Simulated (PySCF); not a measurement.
**Converging LiF in the basis (PBE0)**

PySCF, UKS reference; singlet, unpaired electrons none; De to Li + F without counterpoise correction.

```csv
basis,relativity,functions,Re (Å),ωe (cm⁻¹),De (eV),μ (D)
3-21G,no relativity,18,1.525,1057,5.38,-5.04
cc-pVDZ,no relativity,28,1.578,982,5.56,-6.15
jorge-DZP-DKH,spin-free X2C,30,1.606,889,5.42,-6.56
def2-SVPD,no relativity,35,1.578,903,5.86,-6.34
x2c-TZVPPall,spin-free X2C,50,1.565,922,5.61,-6.18
```

Question: How does each smaller set differ from the one with most functions, x2c-TZVPPall?

Answer: 3-21G: -4.0 pm, +14.6 % in ωe, -0.23 eV in De; cc-pVDZ: +1.3 pm, +6.5 % in ωe, -0.05 eV in De; jorge-DZP-DKH: +4.1 pm, -3.6 % in ωe, -0.19 eV in De; def2-SVPD: +1.3 pm, -2.1 % in ωe, +0.25 eV in De. All at PBE0; the set with most functions is neither the basis-set limit nor always the best. The rows treat relativity differently, so the differences are not basis effects alone.

A positive dipole means Li(−)F(+). 3-21G is very small, so such numbers show the basis as much as the molecule.
